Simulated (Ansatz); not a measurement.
**NaO+ (singlet): from Hartree-Fock to the top rungs at distance O1–Na2 = 2.516 Å, cc-pVDZ**

The task here is to estimate one member of a computed series from the others.

Method: cc-pVDZ, core rule «outside noble gas», up to 6 orbitals frozen; program: Ansatz 0.2.0, Gaussian basis.

The runs, in order: UHF; CCSD(T) on RHF; CCSD(T) on UHF; BCCD(T) on RHF; CISD; CCSDT(Q) on RHF; CCSDT(Q) on UHF; CCSDTQ on RHF; CASSCF and MRCISD+Q, 2 electrons in 2 orbitals; CASSCF and NEVPT2, 2 electrons in 2 orbitals; Full CI.

69 further runs of the same task are left out: 45 for a known fault of the program, 18 that didn't finish, 6 set aside as unsound or not needed.

### The geometry

The geometry derives from a PBE0/def2-TZVP stationary point (not a proven minimum). One bond is set to the value named and the two fragments are kept rigid.

2 atoms, charge 1, spin multiplicity 1.

Atoms are counted from 1 here; the program's logs count them from 0.

Bond lengths: O1–Na2 2.516 Å.

Set-up of the first run:

The input, in.yaml:

```yaml
crystal:
  periodic: [false, false, false]
  atoms:
    - {symbol: O, position_ang: [0.000000, 0.000000, 0.000000]}
    - {symbol: Na, position_ang: [0.000000, 0.000000, 2.515800]}
basis:
  gaussian: {orbitals: cc-pVDZ}
total_charge: 1
magnetization: {spin_polarized: true, initial_magnetization: 0}
hamiltonian: {xc: hf}
output: {orbitals: {seedname: orbitals}}
```

Command:

```console
ansatz run in.yaml --threads 1 --pin off --events-out ev --progress --plain --max-ram 2393MiB
```

Among the steps run: UHF; CCSD(T) on RHF; CCSD(T) on UHF; BCCD(T) on RHF; CISD; CCSDT(Q) on RHF; CCSDT(Q) on UHF; CCSDTQ on RHF; CASSCF and MRCISD+Q, 2 electrons in 2 orbitals; CASSCF and NEVPT2, 2 electrons in 2 orbitals; Full CI.

One table of the session follows, with a row left open; its other results are not shown here.

It belongs to the step «Misses and costs». 

| method | from FCI (meV) |
| --- | --- |
| RHF | +4579.4 |
| RMP2 | +1289.0 |
| CISD | +578.1 |
| RCCSD | +376.7 |
| RCCSD(T) | +185.9 |
| BCCD(T) | +186.0 |
| RCCSDT | +7.4 |
| RCCSDT(Q) | -2.6 |
| RCCSDTQ | +0.4 |
| CASSCF pair | +3486.6 |
| NEVPT2 pair | +407.1 |
| MRCISD pair | +92.7 |
| MRCISD+Q pair | ? |
| FCI | 0 |

**Question.** Estimate the row for MRCISD+Q pair.

The run gave: from FCI (meV): -15.5. In the column «from FCI (meV)» it is the lowest.

Left out of the table: UHF, UMP2, UCCSD, UCCSD(T), UCCSDT, UCCSDT(Q) (another determinant or state than the rows shown).

Caveats from the session: The report flags that the cluster equations may have other roots. The program flags RCCSDT(Q), RCCSDTQ as in doubt, so those rows may rest on another solution; read them beside their warnings. RCCSDT(Q), MRCISD+Q pair fall below full CI, which methods that aren't variational can do.
